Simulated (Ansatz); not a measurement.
**AlH₂− (singlet): wave-function methods side by side at distance Al1–H2 = 4.500 Å, aug-cc-pVDZ**

Aim: climb from Hartree-Fock through coupled cluster and multireference methods for AlH₂− (singlet) at one geometry and basis, and see what each rung misses.

The runs use Ansatz 0.2.0, Gaussian basis; aug-cc-pVDZ, core rule «outside noble gas», up to 5 orbitals frozen.

The runs, in order: UHF; CCSD(T) on RHF; CCSD(T) on UHF; BCCD(T) on RHF; CISD; CCSDT(Q) on RHF; CCSDT(Q) on UHF; CCSDTQ on RHF; CASSCF and MRCISD+Q, 2 electrons in 2 orbitals; CASSCF and NEVPT2, 2 electrons in 2 orbitals; CASSCF and MRCISD+Q, 6 electrons in 6 orbitals; CASSCF and NEVPT2, 6 electrons in 6 orbitals; Full CI.

### Step 1. What is computed

The geometry derives from a PBE0/def2-TZVPD stationary point (not a proven minimum). One bond is set to the value named and the two fragments are kept rigid.

3 atoms, charge -1, spin multiplicity 1.

Atoms are counted from 1 here; the program's logs count them from 0.

Bond lengths: Al1–H3 1.697 Å.

Coordinates:

```xyz
3
charge -1, multiplicity 1
Al    0.00000   -0.14800    0.07080
H     0.00000    2.94385   -3.19884
H     0.00000    1.01785    1.30368
```

### Step 2. UHF

The input, in.yaml:

```yaml
crystal:
  periodic: [false, false, false]
  atoms:
    - {symbol: Al, position_ang: [0.000000, -0.147996, 0.070797]}
    - {symbol: H, position_ang: [0.000000, 2.943846, -3.198839]}
    - {symbol: H, position_ang: [0.000000, 1.017845, 1.303677]}
basis:
  gaussian: {orbitals: aug-cc-pVDZ}
total_charge: -1
magnetization: {spin_polarized: true, initial_magnetization: 0}
hamiltonian: {xc: hf}
output: {orbitals: {seedname: orbitals}}
```

Started as:

```sh
ansatz run in.yaml --threads 1 --pin off --events-out ev --progress --plain --max-ram 4096MiB --backend cpu
```

The runs that follow: CCSD(T) on RHF; CCSD(T) on UHF; BCCD(T) on RHF; CISD; CCSDT(Q) on RHF; CCSDT(Q) on UHF; CCSDTQ on RHF; CASSCF and MRCISD+Q, 2 electrons in 2 orbitals; CASSCF and NEVPT2, 2 electrons in 2 orbitals; CASSCF and MRCISD+Q, 6 electrons in 6 orbitals; CASSCF and NEVPT2, 6 electrons in 6 orbitals; Full CI.

Q: Predict the results of all the runs planned. Wanted: FCI from the RHF energy; RMP2 from FCI; UMP2 from FCI; RCCSD from FCI; RCCSD(T) from FCI; UCCSD(T) from FCI; RCCSDT(Q) from FCI; UCCSDT(Q) from FCI; NEVPT2 pair from FCI.

The runs gave:

| quantity | value |
| --- | --- |
| FCI from the RHF energy | -3.2192 eV |
| RMP2 from FCI | +1024.1 meV |
| UMP2 from FCI | +1250.3 meV |
| RCCSD from FCI | +80.1 meV |
| RCCSD(T) from FCI | +25.8 meV |
| UCCSD(T) from FCI | +32.5 meV |
| RCCSDT(Q) from FCI | +0.2 meV |
| UCCSDT(Q) from FCI | +0.4 meV |
| NEVPT2 pair from FCI | +826.0 meV |
| MRCISD+Q pair from FCI | -49.9 meV |
| NEVPT2 valence from FCI | +921.2 meV |
| levels within 1 kcal/mol (43 meV) | RCCSD(T), UCCSD(T), BCCD(T), RCCSDT, UCCSDT, RCCSDT(Q), UCCSDT(Q), RCCSDTQ, MRCISD+Q valence |
| T1 diagnostic | 0.040 |
| effectively unpaired electrons | 0.22 |

**Reading.** RCCSD(T) misses by +25.8 meV, 0.8 % of the correlation energy. MRCISD+Q pair falls below full CI: the +Q correction isn't variational, and the cores differ from full CI's. The occupations show some static correlation. Of the multireference levels listed MRCISD+Q valence comes nearest in total energy (+14.4 meV), which doesn't show that its space is the better one. Coupled cluster took another determinant than the lowest Hartree-Fock one. These misses are within one basis, not against nature.
